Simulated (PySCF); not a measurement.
## Fractional electron number in S (sulfur, neutral)

The 3p beta orbital of [Ne] 3s2 3p4 is emptied in steps (occupation f), with all orbitals relaxed, ending at [Ne] 3s2 3p3. Calculation: PySCF 2.14, in x2c-TZVPall (5s5p2d1f, 37 functions); the spin-free X2C one-electron Hamiltonian (Gaussian nucleus). The exact energy is a straight line in f; departures are measured from the line between the end points of the same method.

```tsv
f	UHF (eV)	LDA (eV)	PBE (eV)	PBE0 (eV)	r2SCAN (eV)	LC-wPBE (eV)	BHandHLYP (eV)	wB97X (eV)	HSE06 (eV)	CAM-B3LYP (eV)
1	0.000	0.000	0.000	0.000	0.000	0.000	0.000	0.000	0.000	0.000
0.9	0.093	-0.405	-0.393	-0.275	-0.362	-0.023	-0.167	-0.061	-0.311	-0.161
0.7	0.210	-0.948	-0.917	-0.639	-0.837	-0.051	-0.392	-0.145	-0.724	-0.377
0.5	0.241	-1.131	-1.089	-0.756	-0.986	-0.057	-0.471	-0.176	-0.858	-0.452
0.3	0.196	-0.951	-0.910	-0.631	-0.817	-0.043	-0.400	-0.154	-0.717	-0.382
0.1	0.081	-0.407	-0.387	-0.267	-0.344	-0.016	-0.174	-0.070	-0.304	-0.165
0	0.000	0.000	0.000	0.000	0.000	0.000	0.000	0.000	0.000	0.000
```

Q: For LDA, how does the orbital energy at f = 1 compare with the removal energy?

A: −ε = 6.050 eV against a total-energy difference of 10.543 eV. By Janak's theorem ε = ∂E/∂f, so the gap between them reflects the curvature. Along the path −ε is 6.936 (f = 0.9), 8.726 (f = 0.7), 10.533 (f = 0.5), 12.351 (f = 0.3), 14.166 (f = 0.1) eV.

```json
{"method": "UHF", "E(f=0) − E(f=1) (eV)": "9.221", "−ε at f=1 (eV)": "10.274", "−ε at f=0.5 (eV)": "9.181"}
{"method": "LDA", "E(f=0) − E(f=1) (eV)": "10.543", "−ε at f=1 (eV)": "6.050", "−ε at f=0.5 (eV)": "10.533"}
{"method": "PBE", "E(f=0) − E(f=1) (eV)": "10.400", "−ε at f=1 (eV)": "6.028", "−ε at f=0.5 (eV)": "10.420"}
{"method": "PBE0", "E(f=0) − E(f=1) (eV)": "10.383", "−ε at f=1 (eV)": "7.329", "−ε at f=0.5 (eV)": "10.407"}
{"method": "r2SCAN", "E(f=0) − E(f=1) (eV)": "10.364", "−ε at f=1 (eV)": "6.333", "−ε at f=0.5 (eV)": "10.420"}
{"method": "LC-wPBE", "E(f=0) − E(f=1) (eV)": "10.494", "−ε at f=1 (eV)": "10.230", "−ε at f=0.5 (eV)": "10.520"}
{"method": "BHandHLYP", "E(f=0) − E(f=1) (eV)": "10.342", "−ε at f=1 (eV)": "8.496", "−ε at f=0.5 (eV)": "10.319"}
{"method": "wB97X", "E(f=0) − E(f=1) (eV)": "10.429", "−ε at f=1 (eV)": "9.752", "−ε at f=0.5 (eV)": "10.403"}
{"method": "HSE06", "E(f=0) − E(f=1) (eV)": "10.387", "−ε at f=1 (eV)": "6.927", "−ε at f=0.5 (eV)": "10.409"}
{"method": "CAM-B3LYP", "E(f=0) − E(f=1) (eV)": "10.514", "−ε at f=1 (eV)": "8.729", "−ε at f=0.5 (eV)": "10.501"}
```

Reference removal energy between the ground levels: 10.360 eV (measured; NIST Atomic Spectra Database, ionization energies). The calculation has no spin-orbit coupling. UHF lacks correlation.
